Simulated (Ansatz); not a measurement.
# SiH$_{2}$, triplet: how well a Morse curve fills in a stretch

Starting geometry (PBE0/def2-TZVP stationary point for this spin, which needn't be the lowest; state B1):

```xyz
3

Si    0.0000   -0.0507    0.0000
H     0.0000    0.7069   -1.2784
H     0.0000    0.7069    1.2784
```

Atom H2 moves along the line of the distance Si1-H2, all else staying in place. Energies are in eV from the starting point at each level.

Basis cc-pVDZ; Ansatz 0.2.0. Correlated methods freeze the noble-gas cores.

Full CI is exact within this basis and frozen core; it isn't the basis-set limit.

| distance Si1-H2 (Å) | full CI | PBE |
| --- | --- | --- |
| 1.188 | 1.320 | 1.383 |
| 1.365 | 0.176 | 0.208 |
| 1.486 | 0.000 | 0.000 |
| 1.605 | 0.091 | 0.058 |
| 1.817 | ? | ? |
| 2.069 | 1.286 | 1.169 |
| 2.436 | 2.076 | 2.009 |
| 2.798 | 2.368 | 2.409 |
| 3.321 | 2.424 | 2.548 |
| 3.933 | 2.427 | 2.577 |
| 5.068 | 2.428 | 2.587 |

A Morse curve E(r) = E0 + De (1 − exp(−a (r − re)))² is laid through the three points about the minimum (1.365, 1.486, 1.605 Å), with E0 + De set to the last point:

```json
{"level": "full CI", "re (Å)": "1.491", "a (1/Å)": "1.892", "E0 (eV)": "0.000", "De (eV)": "2.428", "k = 2 De a² (eV/Å²)": "17.4"}
{"level": "PBE", "re (Å)": "1.509", "a (1/Å)": "1.751", "E0 (eV)": "-0.004", "De (eV)": "2.591", "k = 2 De a² (eV/Å²)": "15.9"}
```

Task: Use the full-CI fit to predict the withheld energy at 1.817 Å.

Result: exp(−1.892 × (1.817 − 1.491)) = 0.5397; E = 0.000 + 2.428 × (1 − 0.5397)² = 0.514 eV. Full CI in cc-pVDZ gives 0.573 eV, so the Morse form is 0.059 eV too low there (2.4 % of De). At the other points past the fit it misses by up to 0.39 eV (at 2.436 Å), so the curve isn't Morse-like throughout. PBE gives 0.487 eV.

Kohn–Sham is unrestricted where that lies lower.

De here is the energy of pulling rigid fragments apart in this basis, without relaxation or zero-point terms.

In so small a basis the reference is far from its limit while semilocal and hybrid functionals are nearer theirs, so the functionals' errors here hold much of the reference's basis and frozen-core error, which can add to them or hide them.
